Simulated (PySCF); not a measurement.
**S2F2 (Thio-thionyl fluoride) at SVWN5/STO-3G**

What is the vertical ionisation energy of S2F2 (Thio-thionyl fluoride) at SVWN5/STO-3G? Input form: a Python script.

Program for the calculation: PySCF 2.14.0.

8 further runs of the same task are left out: 8 set aside as unsound or not needed.

### 1 The system as given

S2F2: 4 atoms, total charge 0, spin state singlet. As SMILES, `FS(F)=S`. The coordinates come from a GFN2-xTB relaxation.

Bond lengths: F1–S2 1.681 Å, S2–F3 1.682 Å, S2–S4 1.873 Å. Angles: F1–S2–F3 90.0°, F1–S2–S4 108.4°, F3–S2–S4 108.4°.

### 2 A single-point energy at SVWN5/STO-3G

job.py

```python
# Thio-thionyl fluoride
from pyscf import gto, dft

system = gto.M(
    atom='''
F      0.766610     0.341640     1.237090
S     -0.514710    -0.073220     0.231030
F      0.333030    -1.428520    -0.291570
S     -0.584940     1.160090    -1.176550
''',
    charge=0,
    max_memory=1860,
    basis='sto-3g',
    verbose=3,
)

mf = dft.RKS(system)
mf.xc = 'svwn'
mf.grids.level = 5
mf.conv_tol = 1e-10
mf.kernel()
if not mf.converged:
    mf = mf.newton().run(mf.mo_coeff, mf.mo_occ)

e_tot = mf.e_tot
print('Final energy', e_tot)
```

Command:

```
$ OMP_NUM_THREADS=1 python job.py
```

Log:

```text
converged SCF energy = -980.124183243503
Final energy -980.124183243503
```

It took 2.6 s on 1 thread of Arm Neoverse V1, shared host; peak memory 0.15 GiB.

### 3 The doublet cation at the same level

calc.py

```python
from pyscf import gto, dft

mol = gto.M(
    atom=[
    ('F', (0.766610, 0.341640, 1.237090)),
    ('S', (-0.514710, -0.073220, 0.231030)),
    ('F', (0.333030, -1.428520, -0.291570)),
    ('S', (-0.584940, 1.160090, -1.176550)),
],
    verbose=4,
    charge=1,
    spin=1,
    max_memory=1860,
    basis='sto-3g',
)

calc0 = dft.UKS(mol, xc='svwn')
calc0.conv_tol = 1e-10
calc0.grids.level = 5
calc0.kernel()
if not calc0.converged:
    calc0 = calc0.newton().run(calc0.mo_coeff, calc0.mo_occ)

etot = calc0.e_tot
print(f'total energy: {etot:.8f} hartree')
```

Command:

```
$ OMP_NUM_THREADS=1 python calc.py
```

Log:

```text
PySCF version 2.14.0

[INPUT] num. atoms = 4
[INPUT] num. electrons = 49
[INPUT] charge = 1
[INPUT] spin (= nelec alpha-beta = 2S) = 1
[INPUT] symmetry False subgroup None
[INPUT] Mole.unit = angstrom
[INPUT] Symbol           X                Y                Z      unit          X                Y                Z       unit  Magmom
[INPUT]  1 F      0.766610000000   0.341640000000   1.237090000000 AA    1.448682944353   0.645606033196   2.337761291438 Bohr   0.0
[INPUT]  2 S     -0.514710000000  -0.073220000000   0.231030000000 AA   -0.972660933575  -0.138365746841   0.436583426558 Bohr   0.0
[INPUT]  3 F      0.333030000000  -1.428520000000  -0.291570000000 AA    0.629335491264  -2.699511563464  -0.550987446139 Bohr   0.0
[INPUT]  4 S     -0.584940000000   1.160090000000  -1.176550000000 AA   -1.105376399303   2.192252379847  -2.223357271857 Bohr   0.0

nuclear repulsion = 233.814951749423
number of shells = 16
number of NR pGTOs = 84
number of NR cGTOs = 28
basis = sto-3g
ecp = {}

******** <class 'pyscf.dft.uks.UKS'> ********
method = UKS
initial guess = minao
damping factor = 0
level_shift factor = 0
DIIS = <class 'pyscf.scf.diis.CDIIS'>
diis_start_cycle = 1
diis_space = 8
diis_damp = 0
SCF conv_tol = 1e-10
SCF conv_tol_grad = None
SCF max_cycles = 50
direct_scf = True
direct_scf_tol = 1e-13
number electrons alpha = 25  beta = 24
XC library pyscf.dft.libxc version 7.0.0
    S. Lehtola, C. Steigemann, M. J.T. Oliveira, and M. A.L. Marques.,  SoftwareX 7, 1–5 (2018)
XC functionals = svwn
    P. A. M. Dirac.,  Math. Proc. Cambridge Philos. Soc. 26, 376 (1930)
    F. Bloch.,  Z. Phys. 57, 545 (1929)
    S. H. Vosko, L. Wilk, and M. Nusair.,  Can. J. Phys. 58, 1200 (1980)
radial grids:
    Treutler-Ahlrichs [JCP 102, 346 (1995); DOI:10.1063/1.469408] (M4) radial grids

becke partition: Becke, JCP 88, 2547 (1988); DOI:10.1063/1.454033
pruning grids: <function nwchem_prune>
grids dens level: 5
symmetrized grids: False
atomic radii adjust function: <function treutler_atomic_radii_adjust>
small_rho_cutoff = 0
Set gradient conv threshold to 1e-05
tot grids = 173856
init E= -980.354280045427
[... the frontier-level lines of each cycle are left out ...]

cycle= 1 E= -979.662160527207  delta_E= 0.692  |g|= 0.519  |ddm|= 2.25
cycle= 2 E= -977.313186927251  delta_E= 2.35  |g|= 1.76  |ddm|= 3.44
cycle= 3 E= -978.856371115476  delta_E= -1.54  |g|=  1.1  |ddm|= 3.37
cycle= 4 E= -979.841518634313  delta_E= -0.985  |g|= 0.249  |ddm|= 2.15
cycle= 5 E= -979.889446596372  delta_E= -0.0479  |g|= 0.0755  |ddm|= 0.708
cycle= 6 E= -979.894631211286  delta_E= -0.00518  |g|= 0.0211  |ddm|= 0.225
cycle= 7 E= -979.894570568157  delta_E= 6.06e-05  |g|= 0.023  |ddm|= 0.0878
cycle= 8 E= -979.895036132229  delta_E= -0.000466  |g|= 0.000918  |ddm|= 0.0532
cycle= 9 E= -979.895037104091  delta_E= -9.72e-07  |g|= 0.00012  |ddm|= 0.00369
cycle= 10 E= -979.895037123275  delta_E= -1.92e-08  |g|= 2.13e-05  |ddm|= 0.000536
cycle= 11 E= -979.895037123676  delta_E= -4.01e-10  |g|= 1.32e-05  |ddm|= 7.54e-05
cycle= 12 E= -979.895037123859  delta_E= -1.83e-10  |g|= 7.97e-07  |ddm|= 3.74e-05
cycle= 13 E= -979.895037123861  delta_E= -2.05e-12  |g|= 1.92e-07  |ddm|= 6.18e-06
Extra cycle  E= -979.895037123858  delta_E= 3.41e-12  |g|= 1.18e-06  |ddm|= 4e-06
converged SCF energy = -979.895037123858  <S^2> = 0.75240776  2S+1 = 2.0024063
total energy: -979.89503712 hartree
```

Wall time 4.5 s (1 thread of Arm Neoverse V1, shared host); peak memory 0.15 GiB.

### 4 Results

Level: SVWN5/STO-3G.

| quantity | value |
| --- | --- |
| singlet S2F2: total energy | -980.12418 Eh |
| singlet S2F2: dipole moment | 1.29 D |
| singlet S2F2: HOMO energy | -1.66 eV |
| singlet S2F2: LUMO energy | 1.83 eV |
| singlet S2F2: HOMO–LUMO gap | 3.49 eV |
| doublet cation: total energy | -979.89504 Eh |
| doublet cation: HOMO energy (highest over α and β) | -11.24 eV |
| doublet cation: LUMO energy (lowest over α and β) | -10.72 eV |
| doublet cation: ⟨S²⟩ | 0.752 |
| vertical ionisation energy (to the doublet cation) | 6.235 eV |

**Reading.** The vertical ionisation energy comes to 6.24 eV (602 kJ/mol). The negative HOMO energy of the first species, 1.66 eV, lies 4.58 eV below that difference. In a minimal basis such a difference can be off by several eV, whatever the method. Mulliken charges (doublet cation) run from +0.02 on F1 to +0.64 on S2.
